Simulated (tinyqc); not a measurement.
Inside a calculation. Method: Born-Oppenheimer dynamics on the UHF/sto-3g surface (energies and gradients from PySCF), for LiH+, spin multiplicity 2. Computed by tinyqc, a small Python program that keeps every step (integrals from PySCF). Settings: charge = 1, multiplicity = 2, basis = sto-3g, time step (fs) = 0.5, steps = 24. Command: `OMP_NUM_THREADS=1 python tinyqc.py 30095 30096 out.jsonl` (the two numbers bound the seeds that draw the settings). One thread of a shared host (Intel(R) Xeon(R) Processor @ 2.60GHz), about 1 s of CPU time with the checks.

positions (bohr):
```
          x       y       z
1Li  0.0000  0.0000  0.0000
2H   0.0000  0.0000  2.7855
```

The total energy should stay constant up to terms of order dt^2; the step counts as short enough if it moves by less than 2 % of the largest kinetic energy.

Trajectory:
```
time (fs)  1Li-2H (angstrom)  potential (hartree)  kinetic (hartree)  total (hartree)
0.0000                1.4740            -7.604992           0.000983        -7.604009
0.5000                1.4851            -7.605977           0.001962        -7.604015
1.0000                1.5028            -7.607453           0.003429        -7.604024
1.5000                1.5265            -7.609283           0.005250        -7.604033
2.0000                1.5557            -7.611313           0.007270        -7.604042
2.5000                1.5899            -7.613391           0.009341        -7.604050
3.0000                1.6283            -7.615386           0.011331        -7.604056
3.5000                1.6703            -7.617197           0.013138        -7.604059
4.0000                1.7153            -7.618753           0.014693        -7.604061
4.5000                1.7625            -7.620017           0.015957        -7.604060
5.0000                1.8115            -7.620975           0.016916        -7.604059
5.5000                1.8618            -7.621636           0.017579        -7.604057
6.0000                1.9128            -7.622021           0.017967        -7.604054
6.5000                1.9643            -7.622159           0.018108        -7.604051
7.0000                2.0158            -7.622087           0.018039        -7.604048
7.5000                2.0670            -7.621838           0.017793        -7.604045
8.0000                2.1179            -7.621448           0.017405        -7.604043
8.5000                2.1680            -7.620947           0.016907        -7.604040
9.0000                2.2174            -7.620365           0.016326        -7.604038
9.5000                2.2659            -7.619724           0.015688        -7.604037
10.0000               2.3134            -7.619046           0.015011        -7.604036
10.5000               2.3597            -7.618347           0.014313        -7.604035
11.0000               2.4050            -7.617641           0.013608        -7.604034
11.5000               2.4491            -7.616939           0.012906        -7.604033
12.0000               2.4919            -7.616248           0.012215        -7.604032
```

Is the time step short enough?

Yes. The total energy moves within 5.2e-05 hartree, under 2 % of the largest kinetic energy.
